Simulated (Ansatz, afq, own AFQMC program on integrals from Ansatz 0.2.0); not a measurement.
# Atomization energy of ZrCl, quartet

```json
{"atom": "Zr", "x (Å)": "0.0000", "y (Å)": "0.0000", "z (Å)": "0.0000"}
{"atom": "Cl", "x (Å)": "0.0000", "y (Å)": "0.0000", "z (Å)": "2.3446"}
```

Atoms in their ground-state spins without spin–orbit coupling (mostly on UHF) minus the molecule (UHF), without zero-point energy. The geometry is a stationary point, not shown to be a minimum.

Basis def2-SVP with its core potentials. Noble-gas cores (and the filled d shells of Ga–Kr and In–Xe) are frozen. AFQMC by an in-house program on the Cholesky factors that Ansatz 0.2.0 writes for its CCSD(T) run. ph-AFQMC/CISD is guided by a CISD state made of CCSD amplitudes; releasing the constraint for a short imaginary time cuts its bias at the price of noise, slowly where states lie close. Error bars are statistical, one sigma. No spin–orbit coupling. The metal's outer-core s and p shells are frozen, which shifts wave-function levels against functionals. The errors of all members are added in quadrature.

No full CI on the walks' own integrals is used here; CCSDT(Q) serves as the reference and is uncertain by about the last step of the cluster series. Each member takes its own surest rung, up to full CI.

The best estimate is CCSD(T) at the basis-set limit (CBS: def2-TZVPP and def2-QZVPP, with their diffuse functions for anions and beside diffuse sets, CCSD(T) itself extrapolated) plus the step from CCSD(T) to CCSDT(Q) in def2-SVP. Rows without CBS are in def2-SVP, the functionals in def2-TZVP; B2PLYP and the wave-function rows carry a basis error of their own. Core correlation and relativity beyond core potentials are missing, and ± holds the sampling alone.

Cautions: no spin-orbit coupling; outer-core shells of the metal frozen; ZrCl (quartet): lower spins were not checked; Zr (triplet): its ph-AFQMC/CISD value lies 21.6 ± 1.1 meV above full CI.

Best estimate: 444.2 kJ/mol.

| level | atomization energy (kJ/mol) | error against the best estimate (kJ/mol) |
| --- | --- | --- |
| HF | 381.6 | -62.6 |
| MP2 | 436.1 | -8.1 |
| CCSD | 403.5 | -40.8 |
| CCSD(T) | 408.4 | -35.9 |
| CCSDT | 406.7 | -37.5 |
| CCSDT(Q) | 407.3 | -37.0 |
| ph-AFQMC/CISD | 408.3 ± 0.2 | -35.9 ± 0.2 |
| released AFQMC | 408.3 ± 0.6 | -36.0 ± 0.6 |
| HF/CBS | 387.1 | -57.2 |
| MP2/CBS | 475.9 | 31.6 |
| CCSD(T)/CBS | 445.4 | 1.2 |
| B3LYP | 443.3 | -0.9 |
| wB97M-V | 449.5 | 5.3 |
| B2PLYP | 439.6 | -4.6 |

Correlation beyond CCSD(T) takes off 1.2 kJ/mol. Going to the basis-set limit adds 37.1 kJ/mol at CCSD(T). The perturbative (T) step is worth +4.9 kJ/mol.

Best estimates are given only where the step beyond CCSD(T) is under 0.3 eV and no member's determinant is very poor (T1 over 0.05, or 0.07 for open shells, ⟨S²⟩ too high by 0.3, two states mixed), so the hardest cases are missing from such tables.

The functionals ran in a triple-zeta set and keep a basis error of their own, a few kJ/mol for each bond in atomization energies and more for double hybrids, so close places among them and the extrapolated levels can swap.

CCSDT and higher add their correlation energy to the determinant of the CCSD(T) run, since their own runs factorise the integrals more tightly (a shift of under 2 meV). Each member of a difference takes its own highest rung, so a best estimate needn't equal the limit plus the step of one row. Released energies are given only where the last usable release times agree within the noise; a slower fall can still hide under it. The exponents were fitted on light atoms, and def2 sets of heavy atoms don't grow evenly, so the limit is rough here.
